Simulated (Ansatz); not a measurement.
doublet SiS(+): levels of theory in one basis

```xyz
2

Si    0.0249    0.0428   -1.0498
S     0.0126   -0.0439    1.0231
```

Basis set: def2-SVP (spherical functions). Correlated methods keep 10 orbitals frozen. Correlation on ROHF uses semicanonical orbitals with singles. Charge 1, multiplicity 2.

Computed with Ansatz (development build ahead of 0.2.0); each method stands on the lowest determinant of its kind that the runs found.

| method | E − E(ROHF) (eV) | <S²> of the determinant |
| --- | --- | --- |
| ROHF | 0.00 | 0.75 |
| UHF | -0.10 | 0.76 |
| ROHF-MP2 | -4.46 | – |
| UHF-MP2 | -4.45 | 0.76 |
| UHF-CCSDT(Q) | -5.58 | 0.76 |

(1) What does ROHF-CCSD(T) give on the same scale?

Answers

(1) -5.53 eV.

Caution for ROHF-MP2, UHF-MP2: MP2 on this radical cation hangs on the determinant chosen. Caution for ROHF-MP2, UHF-MP2, ROHF-CCSD(T), UHF-CCSDT(Q): a plain start can end on a higher determinant.
